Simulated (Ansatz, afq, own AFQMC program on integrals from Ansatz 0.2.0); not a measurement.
AlH4⁺, singlet in 6-31G, levels against full CI

```yaml
atoms:
  - { symbol: Al, position_ang: [0.0000, 0.0100, -0.1172] }
  - { symbol: H, position_ang: [0.0000, -0.3748, 1.9238] }
  - { symbol: H, position_ang: [0.0000, 0.3948, 1.9238] }
  - { symbol: H, position_ang: [0.0000, 1.5469, -0.3334] }
  - { symbol: H, position_ang: [0.0000, -1.8348, -0.3767] }
```

Basis 6-31G. Only valence electrons are correlated. Ansatz 0.2.0 and our own AFQMC program on the same integrals; the CISD trial comes from CCSD amplitudes, and released means the phaseless constraint is let go. Uncertainties: one standard error, sampling alone.

Determinant: RHF, the one that the program's search chose, which needn't be the lowest solution. The geometry is a point of a scan.

Full CI on the same integrals is exact in this basis and with this determinant's frozen core.

```
T1 diagnostic                               : 0.0110
weight of the determinant in the CISD state : 0.936
size of the correlated space                : 6 electrons in 16 orbitals
```

Reference: full CI, correlation energy -2.072 eV. The released energy is read at 2.40 1/Eh (meV from the phaseless value at times in 1/Eh: -1.0 ± 0.9 at 0.24, -0.6 ± 0.7 at 0.51, -2.0 ± 0.4 at 0.99, -2.3 ± 0.5 at 1.62, -2.3 ± 0.4 at 2.40).

| level | E − E(reference) (kJ/mol) | share of correlation (%) |
| --- | --- | --- |
| HF | 199.9 | 0.00 |
| MP2 | 65.6 | 67.18 |
| CCSD | 2.8 | 98.62 |
| CCSD(T) | 1.1 | 99.46 |
| CCSDT | 0.1 | 99.93 |
| CCSDT(Q) | 0.0 | 99.98 |
| CCSDTQ | 0.0 | 100.00 |
| ph-AFQMC/CISD | 0.3 ± 0.09 | 99.86 |
| released AFQMC | 0.1 ± 0.03 | 99.97 |

CCSDT and higher add their correlation energy to the determinant of the CCSD(T) run, since their own runs factorise the integrals more tightly (a shift of under 2 meV). A walk keeps the symmetry of its determinant, which the program's search chose and which needn't be the lowest solution, so a lower state of the same spin and another symmetry isn't excluded. Released energies are given only where the last usable release times agree within the noise; a slower fall can still hide under it.
